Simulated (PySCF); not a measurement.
## Basis-set dependence of excited states

Compound: 1,1,1,2-tetrafluoroethane, C₂H₂F₄.
SMILES: `FC(F)(CF)F`

TDDFT with PBE0 (PySCF), vertical singlets, core orbitals frozen in the response, spherical d and f functions. Isolated species at its PBE0-D3(BJ)/def2-SVP geometry, gas phase.

```json
{"basis": "6-31G*", "functions": "88", "diffuse": "no", "S1 (eV)": "10.43", "S2 (eV)": "10.56", "S3 (eV)": "11.78", "S4 (eV)": "11.79", "S5 (eV)": "12.12", "LUMO (eV)": "2.46", "α (au)": "23.1"}
{"basis": "def2-SVP", "functions": "94", "diffuse": "no", "S1 (eV)": "10.37", "S2 (eV)": "10.44", "S3 (eV)": "11.20", "S4 (eV)": "11.26", "S5 (eV)": "11.55", "LUMO (eV)": "1.90", "α (au)": "22.3"}
{"basis": "def2-SVPD", "functions": "148", "diffuse": "yes", "S1 (eV)": "9.77", "S2 (eV)": "9.82", "S3 (eV)": "10.30", "S4 (eV)": "10.41", "S5 (eV)": "11.21", "LUMO (eV)": "0.57", "α (au)": "30.0"}
{"basis": "def2-TZVP", "functions": "198", "diffuse": "no", "S1 (eV)": "9.98", "S2 (eV)": "10.06", "S3 (eV)": "10.76", "S4 (eV)": "10.86", "S5 (eV)": "11.39", "LUMO (eV)": "1.27", "α (au)": "27.4"}
```

Q: Compare the sets with the largest diffuse one.

A: States are compared by their number. Against the only diffuse basis here (def2-SVPD, itself not a converged limit), sets without diffuse functions differ by up to 0.66 eV in S1 and 0.91 eV in S5. State by state, the largest deviation of a set without diffuse functions is S1 0.66, S2 0.74, S3 1.48, S4 1.38, S5 0.91 eV. The same number needn't mean the same state in each row. Against def2-SVPD the polarisability deviates by -23% in 6-31G*, -26% in def2-SVP, -9% in def2-TZVP.
